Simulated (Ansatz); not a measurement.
Rock-salt MgO was calculated with G0W0@PBE in Ansatz (hard PAW, contour deformation).

The cell has the measured lattice parameters. Conventional cell: a = 4.2070 Å, b = 4.2070 Å, c = 4.2070 Å, α = 90.00°, β = 90.00°, γ = 90.00°.

The quasiparticle gap at Γ at a fixed k mesh 6×6×6:

```
response cutoff          value (eV)
-----------------------  ----------
150 eV, 143 empty bands       7.250
200 eV, 220 empty bands       7.367
250 eV, 307 empty bands       7.428
300 eV, 403 empty bands       7.467
```

### Question
Taking the value to converge with the response cutoff E as E^(−3/2), extrapolate from the last two rows.

### Answer
With y = y∞ + c/w and weights w = 3953 and 5196 for the last two rows, y∞ = (w2 y2 − w1 y1)/(w2 − w1) = (5196 × 7.467 − 3953 × 7.428)/1243 = 7.591 eV, which lies 0.124 beyond the last row. Successive pairs of rows give 7.584, 7.581, 7.591. The limit also hangs on the law assumed, so its last digits aren't firm.

The other settings are not extrapolated, so this is the limit in one setting alone.

Ansatz is a quantum-chemistry and plane-wave program.
